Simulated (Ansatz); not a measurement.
# Match the barriers

Saddle point of SiH₂O, closed shell (SiH₂O ([OH][SiH]) → SiH₂O ([O][SiH2]); bonds formed: H1–Si3; bonds broken: H1–O2), PBE0-D4/def2-TZVP structure:

H1  (-1.350, 0.130, 0.087)
O2  (-0.448, -0.093, -1.082)
Si3  (0.148, 0.032, 0.369)
H4  (1.650, -0.069, 0.626)
(Å)

Program: Ansatz 0.2.0. Basis: def2-TZVPP, with def2-QZVPP for the basis limit. Cores are frozen in the correlated methods. Extrapolation: Hartree–Fock as exp(−7.88 √X), correlation as X^−2.97. Four methods, as single points on the PBE0-D4 structures, gave these electronic barriers from the start structure: 52.95, 59.76, 69.34, 83.48 kcal/mol.

Q: The methods were, in alphabetical order, BHLYP-D4, BLYP-D4, HF, PBE0-D4. Which gave which? (Judge from chemistry; the calculation decides.)

A: Computed: BLYP-D4 52.95; PBE0-D4 59.76; BHLYP-D4 69.34; HF 83.48 kcal/mol. For comparison, CCSD(T) at an estimated basis limit (MP2 extrapolated from triple and quadruple zeta, plus CCSD(T) − MP2 in triple zeta) gives 59.93 kcal/mol.

T1 diagnostic: at most 0.033. The T1 diagnostic is large here, which may signal multireference character or strong orbital relaxation, so CCSD(T) is less sure. The restricted Hartree–Fock reference is unstable towards an unrestricted one at one or more of these structures.

Labels in which every atom is bracketed show which atoms are joined, not bond orders.

For scale, one of the runs: CCSD(T)/def2-TZVPP, 101 basis functions, launched by `ansatz run in.yaml --threads 2 --pin off --events-out ev --progress --plain --max-ram 4352MiB`. The run took about 3.2 s on 2 CPU threads of an Intel Xeon Platinum 8488C (shared host).
